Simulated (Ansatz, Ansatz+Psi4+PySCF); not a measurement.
```xyz
3

N     0.0000    0.0000    0.0000
C     0.0000    1.2550    0.0000
C     0.0000   -1.2350    0.0000
```

Basis set: cc-pVTZ (spherical functions). Frozen core: 3 orbitals. Correlation on ROHF uses semicanonical orbitals with singles. Charge 0, multiplicity 2.

Computed with Ansatz (development build ahead of 0.2.0); each method stands on the lowest determinant of its kind that the runs found.

Question: Give the atomization energy at this shape (free ground-state atoms in the same class of orbitals less the molecule, no zero-point energy) of doublet C2N by ROHF-MP2, UHF-MP2.

Answer:

| method | atomization energy |
| --- | --- |
| ROHF-MP2 | 295.13 kcal/mol |
| UHF-MP2 | 286.31 kcal/mol |

Caution for UHF-MP2: the unrestricted determinant is spin contaminated.
